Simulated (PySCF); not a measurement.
C2H3Cl3O.
Numbering: `[OH:1][CH2:2][C:3]([Cl:4])([Cl:5])[Cl:6]` (hydrogens: H7 on O1; H8, H9 on C2)

Cartesian coordinates in Å at the PBE0-D3(BJ)/def2-TZVP level; atoms count from 1:
```xyz
9
C2H3Cl3O angstrom
O     -1.5105   -0.5676    0.3373
C     -0.4382    0.2944    0.5187
C      0.7966   -0.0992   -0.2944
Cl     0.3807   -0.0686   -2.0256
Cl     2.0696    1.0842    0.0248
Cl     1.3513   -1.7144    0.1403
H     -1.7772   -0.5322   -0.5877
H     -0.1580    0.2579    1.5726
H     -0.6713    1.3323    0.2509
```

All values: wB97X-D/pcSseg-2 (PySCF, non-relativistic), on one gas-phase PBE0-D3(BJ)/def2-TZVP geometry that isn't relaxed in the solvent. The solvent is an IEF-PCM continuum (cavity from Bondi-type radii × 1.2). The model holds no explicit solvent molecules, cavitation or dispersion.

Gas phase at wB97X-D/pcSseg-2: HOMO -10.68 eV, LUMO 1.01 eV, dipole 1.33 D.

Problem. What does the continuum do to the energy, the frontier levels and the dipole at wB97X-D/pcSseg-2 in chloroform?

Solution. 
| solvent | ε | E(solvent) − E(gas) (kJ/mol) | polarisation term (kJ/mol) | distortion of the solute (kJ/mol) | HOMO (eV) | LUMO (eV) | dipole (D) |
| --- | --- | --- | --- | --- | --- | --- | --- |
| chloroform | 4.711 | -14.50 | -15.78 | 1.28 | -10.57 | 1.10 | 1.69 |

The first energy column is the sum of the next two and covers electrostatics alone.

Problem. Which radius a makes the point-dipole formula ΔE = −[(ε − 1)/(2ε + 1)]·μ²/a³ give the value in chloroform, with the gas-phase dipole?

Solution. μ = 0.525 au and |ΔE| = 0.00552 Eh give a = 1.38 Å; the farthest nucleus lies 2.33 Å from the centroid of the nuclei, so such a sphere wouldn't even hold the nuclei. The formula assumes a rigid point dipole at the centre of a sphere.

Problem. Give the dipole vector in the frame of the coordinates (D, pointing from negative to positive charge), gas and chloroform.

Solution. Gas (-0.69, 1.12, -0.22), solvent (-0.87, 1.42, -0.26). Its length changes by +27 % and its direction by less than 1°.

Note: wB97X-D ran without an empirical dispersion term, which enters the total energy and its gradient alone.
